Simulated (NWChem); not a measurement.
Correlation energy of Al (+1)

```
Al
```
Charge +1, spin multiplicity 1.

All runs are NWChem calculations.

Basis set: 3-21G. Each correlation energy counts from its own Hartree-Fock reference.

| method | correlation energy (mHa) |
|---|---|
| MP2 | -21.5 |
| SCS-MP2 | -25.9 |
| CCSD | -37.3 |
| CR-CCSD[T] | -37.3 |
| CR-CCSD(T) | -37.3 |
| CCSDT | -37.3 |

The values span 15.8 mHa, from CCSDT (lowest) to MP2 (highest). 

The correlated methods keep 5 core orbitals frozen. Coupled-cluster values serve here as a point of comparison, not as the truth.
